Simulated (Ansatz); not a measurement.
Gas-phase electronic energies from Ansatz, PBE0-D4/def2-TZVP geometries. CCSD(T)/CBS adds triple-zeta CCSD(T) − MP2 to the extrapolated MP2 energy (def2 sets, frozen cores). DFT in def2-TZVPP. B3LYP here is the variant with VWN-RPA as its local correlation; programs differ in this. Each species was taken in one conformer, which may not be the lowest.

Consider the isomerisation: `CC1=NCCO1` → `C#CCNCO`.

```json
{"level": "ωB97X-V", "ΔE (kcal/mol)": "50.7"}
{"level": "r2SCAN", "ΔE (kcal/mol)": "50.7"}
{"level": "B3LYP", "ΔE (kcal/mol)": "45.6"}
{"level": "HF/def2-TZVPP", "ΔE (kcal/mol)": "45.3"}
{"level": "MP2/def2-TZVPP", "ΔE (kcal/mol)": "44.7"}
{"level": "CCSD/def2-TZVPP", "ΔE (kcal/mol)": "45.4"}
{"level": "MP2/def2-QZVPP", "ΔE (kcal/mol)": "44.0"}
{"level": "MP2/CBS(def2)", "ΔE (kcal/mol)": "43.5"}
```

(1) What does CCSD(T)/CBS give? (Best estimate.)

Largest T1 diagnostic among the species: 0.013.

Answers

(1) The calculation gave: +44.6 kcal/mol. The listed levels differ from it by 6.1, 6.1, 1.0, 0.7, 0.1, 0.8, -0.6, -1.1 kcal/mol.

From PBE to PBE0 (25 % exact exchange), in def2-TZVPP and without D4, ΔE moves by +1.3 kcal/mol. The D4 term adds +0.8 kcal/mol with B3LYP and +0.3 kcal/mol with PBE0; it sums over pairs of atoms, weighted by their polarisabilities, and B3LYP, whose exchange is more repulsive, gets the larger term.
